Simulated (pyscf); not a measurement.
PySCF, gas phase, ωB97X-D3(BJ)/def2-SVP geometries. MP2 and CC: frozen core, UHF for open shells. ΔMP2 is the change of the MP2 total energy from the triple- to the quadruple-zeta basis.

Task: PBE/def2-TZVP puts the barrier of `[B][Cl]` [singlet] + `[CH2]=[CH2]` → `[Cl][B]1[CH2][CH2]1` (cycloaddition; singlet surface; none broken, B–C, B–C formed) at -8.7 kJ/mol and the reaction energy at -258.1 kJ/mol, from the separated reactants. What do B3LYP-D3(BJ)/def2-TZVP, ωB97M-D3(BJ)/def2-TZVP, CCSD(T)/def2-TZVPP + ΔMP2(QZVPP) give on the same structures?

Result: B3LYP-D3(BJ): ΔE‡ = 13.8 kJ/mol, ΔE = -235.6 kJ/mol; ωB97M-D3(BJ): ΔE‡ = 32.5 kJ/mol, ΔE = -234.2 kJ/mol; CCSD(T): ΔE‡ = 24.8 kJ/mol, ΔE = -215.5 kJ/mol. PBE's barrier lies under all of them, by 22.5 to 41.2 kJ/mol. Its reaction energy lies under all of them, by 22.6 to 42.7 kJ/mol. At PBE this geometry lies under the reactants; that is no barrier but a single point on another level's saddle; such a level's own saddle, if it has one, lies nearer that side and is low. cyclic C₂H₄BCl (SMILES ClB1CC1) lies 54.5 kJ/mol over its isomer H₂C=CH–BH–Cl, and others may lie lower still (electronic energy, ωB97M-D3(BJ)). One saddle was located; it need not be the lowest between these sides. A restricted solution here is unstable towards spin polarisation, so biradical character is likely and single-reference numbers are less safe. The CCSD(T) − MP2 part came from Ansatz, without density fitting, on the same reference.
